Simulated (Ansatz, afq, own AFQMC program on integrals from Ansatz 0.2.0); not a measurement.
Two steps: Ansatz 0.2.0 writes the Fock matrix and Cholesky factors of the valence space, and afq projects on them the lowest state that overlaps trial and start.

```yaml
crystal:
  periodic: [false, false, false]
  atoms:
    - {symbol: Si, position_ang: [0.000000, 0.022038, 0.479826]}
    - {symbol: N, position_ang: [0.000000, -0.093375, -0.853187]}
    - {symbol: H, position_ang: [0.000000, 0.683501, -1.513817]}
basis:
  gaussian: {orbitals: cc-pVDZ}
magnetization: {spin_polarized: true, initial_magnetization: 2}
correlation: {method: ccsd_t, electrons: outside_noble_gas, hamiltonian_folder: ham}
```

```sh
$ ansatz run in.yaml --threads 1 --pin off --events-out ev --progress --plain --max-ram 1382MiB
```

afq runs on the folder ham with

```
--method phaseless --trial cisd --walkers 10 --populations 1 --least-time 40 --time-step 0.0025 --steps-per-block 25 --equilibration-blocks 96 --max-blocks 640 --target-error 0.00076 --factor-cut 1e-05 --start spin_pure --seed 9373 --release-times 0.2,0.4 --release-step 0.05 --release-every 16 --taylor-order 8
```

Times are imaginary, in 1/Eh. The walk had a cap of 289 s.

afq prints:

```
orbitals 31  electrons 6 4  factors 235 of 365
reference energy -343.70733144 Eh
CCSD correlation -0.23411279 Eh in 16 cycles, weight of the determinant in the CISD state 0.8697
energy of the start -343.940680 Eh
 block  time / (1/Eh)  mean weight  energy / Eh
     1     0.062  0.9951  -343.939159
     2     0.125  1.0004  -343.938764
     3     0.188  0.9992  -343.939179
     4     0.250  1.0029  -343.939464
     5     0.312  0.9998  -343.941669
     7     0.438  0.9998  -343.939594
     9     0.562  1.0040  -343.939892
    19     1.188  0.9987  -343.952527
    55     3.438  0.9994  -343.945749
    91     5.688  0.9987  -343.937076
   127     7.938  1.0017  -343.949611
   163    10.188  0.9999  -343.939561
   199    12.438  1.0007  -343.948921
   235    14.688  0.9980  -343.960489
   271    16.938  0.9999  -343.939206
   307    19.188  0.9994  -343.940716
   343    21.438  1.0040  -343.956625
   379    23.688  1.0004  -343.944267
   415    25.938  0.9977  -343.944217
   451    28.188  1.0020  -343.944619
   487    30.438  0.9993  -343.964467
   523    32.688  1.0021  -343.942962
   541    33.812  0.9980  -343.994014
   559    34.938  0.9996  -343.943055
   595    37.188  0.9999  -343.948044
   631    39.438  0.9994  -343.944252
   667    41.688  1.0019  -343.994007
   703    43.938  1.0024  -343.947298
   721    45.062  0.9989  -343.931635
blocks merged  error / Eh  count
     1  0.000508  640
     2  0.000675  320
     4  0.000868  160
     8  0.001018  80
    16  0.001000  40
    32  0.001060  20
    64  0.000787  10
released: time / (1/Eh)  energy / Eh  error  mean overlap
  0.20  -343.952483  0.001877  0.9559
  0.40  -343.952772  0.001814  0.9461
energy -343.949968 +/- 0.001060 Eh
(rows thinned)
```

The run passed its tests (sampling time, drift between the halves within three errors, error under three times the target), which doesn't prove that it has relaxed.

Against this walk (error 28.8 meV) on the same determinant: CCSD(T) 7.0 meV lower (within the noise), CCSDT(Q) 63.3 meV lower, a separate phaseless walk with a CISD trial and standard settings 22.0 ± 33.5 meV lower (within the noise). The error is statistical and leaves out the bias of the constraint. Released to 0.40 1/Eh the energy moves by -76 ± 57 meV (both errors), within twice the noise.

Cautions: constraint bias not in the error; error above the target (28.8 against 20.7 meV); lower spins were not checked; higher spins were not checked; raised T1 diagnostic (T1 0.043, weight of the determinant 0.87, largest double 0.07); so few walkers bias the energy.

The walk took 56 s on 1 thread of Arm Neoverse V2, with other jobs on the host. The log's last line is the phaseless energy.

CCSDT and higher add their correlation energy to the determinant of the CCSD(T) run, since their own runs factorise the integrals more tightly (a shift of under 2 meV). A walk keeps the symmetry of its determinant, which the program's search chose and which needn't be the lowest solution, so a lower state of the same spin and another symmetry isn't excluded.
